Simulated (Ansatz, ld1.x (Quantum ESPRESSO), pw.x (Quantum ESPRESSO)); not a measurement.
# pw.x on bcc V: one setting changed

Potential: PAW, ld1.x (Quantum ESPRESSO) 7.5, LDA (PW92); core [Ar], reference 3d3 4s0 4p0; waves: 4s (bound, empty): rcut 1.80, rcutus 2.40 bohr; 4s channel at 2.65 Ry: rcut 1.80, rcutus 2.40 bohr; 4p (bound, empty): rcut 1.95, rcutus 2.60 bohr; 4p channel at 3.7 Ry: rcut 1.95, rcutus 2.60 bohr; 3d (bound): rcut 1.95, rcutus 2.10 bohr; 3d channel at 1.1 Ry: rcut 1.95, rcutus 2.10 bohr; local part: all-electron potential smoothed inside 1.85 bohr (lloc = -2); core correction: Bessel-smoothed model core inside 1.40 bohr; augmentation: BESSEL, radius 1.95 bohr.

The reference run (k-mesh 16³, cutoffs 45/360 Ry, Fermi–Dirac 0.01 Ry, mixing_beta 0.4, conv_thr 1e-9, no spin) gives 3.56 GPa at 12.474 Å³/atom, where all-electron LAPW gives 1.53 GPa. This run, with its own iteration cap, changes startingwfc to atomic.

```
&control
  calculation='scf', prefix='x', pseudo_dir='./', outdir='./tmp', tstress=.true., disk_io='none'
/
&system
  ibrav=0, nat=1, ntyp=1, ecutwfc=45, ecutrho=360, nbnd=9,
  occupations='smearing', smearing='fd', degauss=0.01
/
&electrons
  conv_thr=1e-09, mixing_beta=0.4, electron_maxstep=50, startingwfc='atomic'
/
ATOMIC_SPECIES
V 1.0 V.UPF
CELL_PARAMETERS angstrom
  -1.46099451 1.46099451 1.46099451
  1.46099451 -1.46099451 1.46099451
  1.46099451 1.46099451 -1.46099451
ATOMIC_POSITIONS crystal
V 0.0000 0.0000 0.0000
K_POINTS automatic
16 16 16 0 0 0
```

```bash
pw.x < V.scf.in > V.scf.out
```

**Question.** How does the run end?

**Answer.** It converges in 19 iterations; the free energy moves by +0.0 meV/atom and the pressure by +0.08 GPa.

```
Message from routine setup:
     using ibrav=0 with symmetry is DISCOURAGED, use correct ibrav instead
     lattice parameter (alat)  =       4.7820  a.u.
     unit-cell volume          =      84.1787 (a.u.)^3
     number of electrons       =         5.00
     number of Kohn-Sham states=            9
     kinetic-energy cutoff     =      45.0000  Ry
     charge density cutoff     =     360.0000  Ry
     scf convergence threshold =      1.0E-09
     Exchange-correlation= SLA  PW   NOGX NOGC
     number of k points=   145  Fermi-Dirac smearing, width (Ry)=  0.0100
     iteration #  1     ecut=    45.00 Ry     beta= 0.40
     total energy              =     -93.68707139 Ry
     estimated scf accuracy    <       2.65687560 Ry
     iteration #  2     ecut=    45.00 Ry     beta= 0.40
     total energy              =     -93.63868713 Ry
     estimated scf accuracy    <       0.33924407 Ry
     iteration #  3     ecut=    45.00 Ry     beta= 0.40
     total energy              =     -93.85226683 Ry
     estimated scf accuracy    <       0.04157299 Ry
     iteration #  4     ecut=    45.00 Ry     beta= 0.40
     total energy              =     -93.78585956 Ry
     estimated scf accuracy    <       0.31143924 Ry
     iteration #  5     ecut=    45.00 Ry     beta= 0.40
     total energy              =     -93.81529092 Ry
     estimated scf accuracy    <       0.13727157 Ry
     iteration #  6     ecut=    45.00 Ry     beta= 0.40
     total energy              =     -93.70076245 Ry
     estimated scf accuracy    <       0.18796799 Ry
     [... 7 iterations left out ...]
     iteration # 14     ecut=    45.00 Ry     beta= 0.40
     total energy              =     -93.73376616 Ry
     estimated scf accuracy    <       0.00000056 Ry
     iteration # 15     ecut=    45.00 Ry     beta= 0.40
     total energy              =     -93.73376613 Ry
     estimated scf accuracy    <       0.00000034 Ry
     iteration # 16     ecut=    45.00 Ry     beta= 0.40
     total energy              =     -93.73376608 Ry
     estimated scf accuracy    <       0.00000025 Ry
     iteration # 17     ecut=    45.00 Ry     beta= 0.40
     total energy              =     -93.73376606 Ry
     estimated scf accuracy    <       0.00000008 Ry
     iteration # 18     ecut=    45.00 Ry     beta= 0.40
     total energy              =     -93.73376605 Ry
     estimated scf accuracy    <       0.00000003 Ry
     iteration # 19     ecut=    45.00 Ry     beta= 0.40
     the Fermi energy is    11.9125 ev
!    total energy              =     -93.73376605 Ry
     estimated scf accuracy    <          5.9E-10 Ry
     smearing contrib. (-TS)   =      -0.00695876 Ry
     convergence has been achieved in  19 iterations
          total   stress  (Ry/bohr**3)                   (kbar)     P=       36.39
     Message from routine punch:
     Nothing written, as per user request (disk_io='none')
```

The run took about 24 s on one core of a shared server CPU.
